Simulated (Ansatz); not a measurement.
CH3O (SMILES C=[OH+]), charge 1, multiplicity 1, relaxed at each level with Ansatz (an electronic-structure program); harmonic frequencies from differences of analytic forces, average atomic masses, frozen cores.

```csv
level,harmonic frequencies (cm⁻¹),ZPE (eV),cost over PBE/def2-TZVPP (rough)
PBE/def2-TZVPP,1009 1082 1195 1341 1436 1611 3003 3146 3465,1.072,×1
r2SCAN/def2-TZVPP,1031 1116 1243 1382 1481 1656 3071 3219 3573,1.102,×1
B3LYP/def2-TZVPP,1021 1112 1247 1377 1480 1665 3078 3220 3578,1.102,×1
MP2/cc-pVTZ,1053 1122 1265 1395 1508 1690 3149 3299 3605,1.121,×2
CCSD(T)/cc-pVDZ,1042 1118 1232 1403 1475 1662 3130 3283 3609,1.113,×0.9
CCSD(T)/cc-pVTZ,1037 1119 1246 1398 1487 1663 3108 3253 3615,1.111,×20
```
